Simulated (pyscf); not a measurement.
## Four-centre exchange: `[SiH3][O][GeH3]` + `[OH2]` -> `[OH][SiH3]` + `[OH][GeH3]`

Gas phase, singlet surface, charge 0. Bonds broken: Si1–O2, O10–H11. Bonds formed: Si1–O10, O2–H11. Structures and frequencies: ωB97X-D3(BJ)/def2-SVP in PySCF.

Transition state (Å):

```xyz
12

Si    -1.9403     0.4801     0.1438
O     -0.2370    -0.3078     0.1836
Ge     1.0067    -0.3574    -1.1302
H     -3.2302    -0.1327     0.6126
H     -2.0231     0.0460    -1.3192
H     -1.9325     1.9621    -0.0215
H      2.3010    -0.7833    -0.4311
H      0.5181    -1.3914    -2.1423
H      1.1084     1.0503    -1.7235
O     -1.2883     0.5600     1.9200
H     -0.2784    -0.0414     1.2416
H     -1.8188     0.0622     2.5523
```

One imaginary mode, 720i cm⁻¹; descent along it reached the two sides named, in the forms told below.

```tsv
bond	change	reactant side (Å)	saddle	product side
Si1–O2	breaks	1.677	1.877	3.1
O10–H11	breaks	0.970	1.357	1.909
Si1–O10	forms	3.0	1.894	1.689
O2–H11	forms	1.945	1.092	0.971
```

Electronic energies relative to the separated reactants (kcal/mol):

```tsv
level	barrier	reaction energy	reverse barrier
ωB97X-D3(BJ)/def2-TZVP	24.4	+4.8	19.6
PBE/def2-TZVP	20.4	+2.1	18.3
r²SCAN/def2-TZVP	21.8	+3.0	18.8
B3LYP-D3(BJ)/def2-TZVP	24.5	+3.8	20.7
PBE0-D3(BJ)/def2-TZVP	22.0	+3.5	18.5
M06-2X/def2-TZVP	23.7	+3.9	19.8
ωB97M-D3(BJ)/def2-TZVP	23.9	+3.3	20.6
HF/def2-TZVP	41.9	+4.0	38.0
```

With ωB97M-D3(BJ)/def2-TZVP energies and thermal terms (ideal gas, 1 atm, RRHO with modes under 100 cm⁻¹ raised to 100, one conformer, R ln 2 for rigid chiral ones), in kcal/mol:

```
T (K)   ΔH‡   ΔG‡    ΔH    ΔG
-----  ----  ----  ----  ----
298    22.9  34.3  +3.0  +2.3
600    23.0  45.8  +2.9  +1.6
900    23.5  57.2  +3.0  +0.9
1200   24.3  68.3  +3.1  +0.2
```

On the reactant side the descent ends in a complex, 4.5 kcal/mol under the separated species and 28.9 kcal/mol under the saddle at ωB97X-D3(BJ)/def2-TZVP. On the product side the descent ends in a complex, 5.3 kcal/mol under the separated species and 24.9 kcal/mol under the saddle at ωB97X-D3(BJ)/def2-TZVP. One saddle was located; it need not be the lowest between these sides. Elements up to Kr have no core potential and no relativistic terms here.
